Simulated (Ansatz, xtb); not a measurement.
## B2H4Si: which of two isomers lies lower

We compare I, `B[Si]B`, a singlet, with II, `BB=[SiH2]`, a singlet. Both are isolated molecules in the gas phase, relaxed with PBE0-D4/def2-TZVP; the shapes shown needn't be the lowest conformers.

I (Å):

```xyz
7

B    -0.7469   -0.4187    3.3422
B     0.1804    0.3312    1.0857
Si   -0.8279   -1.2196    1.5994
H    -1.6254    0.3004    3.7245
H     0.1264   -0.7119    4.1079
H    -0.3748    1.3118    0.6792
H     1.3777    0.3008    1.0631
```

II (Å):

```yaml
atoms:
  - { symbol: B, position_ang: [-0.2886, -0.0519, 2.3783] }
  - { symbol: B, position_ang: [-0.5391, -0.3417, 3.9103] }
  - { symbol: Si, position_ang: [0.0049, 0.2889, 0.5882] }
  - { symbol: H, position_ang: [-0.0821, 0.3708, 4.7602] }
  - { symbol: H, position_ang: [-1.1930, -1.2815, 4.2680] }
  - { symbol: H, position_ang: [0.8068, 1.4406, 0.1219] }
  - { symbol: H, position_ang: [-0.5445, -0.5696, -0.4832] }
```

**Question.** Which of the two would you expect CCSD(T)/def2-TZVPP electronic energies to favour?

**Answer.** Structure I; the calculation gives E(II) − E(I) = +36.6 kJ/mol.

The same difference at several levels:

```csv
level,geometry,E(II) − E(I) (kJ/mol),departure from the last row (kJ/mol),"job, with rough time for the two"
PBE0-D4/def2-TZVP,PBE0-D4/def2-TZVP,+41.0,+4.4,"optimisation, 30 s"
HF/def2-TZVPP,PBE0-D4/def2-TZVP,+27.0,−9.5,part of the CCSD(T) run
MP2/def2-TZVPP,PBE0-D4/def2-TZVP,+40.0,+3.4,part of the CCSD(T) run
CCSD(T)/def2-TZVPP,PBE0-D4/def2-TZVP,+36.6,,"single point, 26 s"
```

As drawn, II has 1 B–B, 1 B=Si, 2 Si–H in place of 2 B–Si, 2 B–H.

None of the levels shown reverses the order. The largest departure from CCSD(T)/def2-TZVPP is that of HF/def2-TZVPP, 9.5 kJ/mol. Levels run at GFN2-xTB geometries aren't shown.

With harmonic frequencies from PBE0-D4/def2-TZVP (ideal gas, rigid rotor, one conformer each, 298.15 K, 1 atm): on the last row, ΔE + ΔZPE = +32.4, ΔH = +32.7, ΔG = +33.1 kJ/mol.

The T1 diagnostic of structures I and II is large, so the coupled-cluster value is less sure. The correlated steps freeze 7 core orbitals. Run with Ansatz 0.2.0; the last row on 2 threads of Arm Neoverse V1 on a shared host.
